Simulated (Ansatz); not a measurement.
Stepwise reaction of `SBS` with hydrogen chloride, as a gas-phase model of exchange steps in deposition or etching. ΔE in kJ/mol; ΔG adds harmonic PBE0-D4 terms to CCSD(T)/CBS, at 1 bar.

Program: Ansatz. Geometries: PBE0-D4/def2-TZVP. ΔE: electronic, gas phase. CCSD(T)/CBS adds triple-zeta CCSD(T) − MP2 to the extrapolated MP2 energy (def2 sets, frozen cores). This one scheme is used for every species. Functionals use def2-TZVPP. B3LYP here is the variant with VWN-RPA as its local correlation; programs differ in this. One conformer a species, not always the lowest.

```json
{"step": "2", "reaction": "`SBCl` + HCl → `ClBCl` + H₂S", "PBE-D4": "-2.3", "B3LYP-D4": "-6.0", "ωB97M-V": "-7.5", "CCSD(T)/CBS": "-5.0", "ΔG(600 K)": "-10.1"}
```

Q: Give the row of step 1, `SBS` + HCl → `SBCl` + H₂S. (Estimate.)

A: Computed: 
```tsv
step	reaction	PBE-D4	B3LYP-D4	ωB97M-V	CCSD(T)/CBS	ΔG(600 K)
1	`SBS` + HCl → `SBCl` + H₂S	-3.9	-7.8	-9.6	-7.4	-15.3
```

Q: By hand: ΔE of the 2 steps together at CCSD(T)/CBS.

A: (-7.4) + (-5.0) = -12.4 kJ/mol, or -6.2 kJ/mol a step.

In ΔE the steps differ by no more than 2.4 kJ/mol. ΔG lies between -15.3 and -10.1 kJ/mol a step. PBE-D4 differs from CCSD(T)/CBS by 2.7 to 3.5 kJ/mol a step. Isolated molecules leave out the surface, adducts and barriers. Largest T1 diagnostic: 0.014.
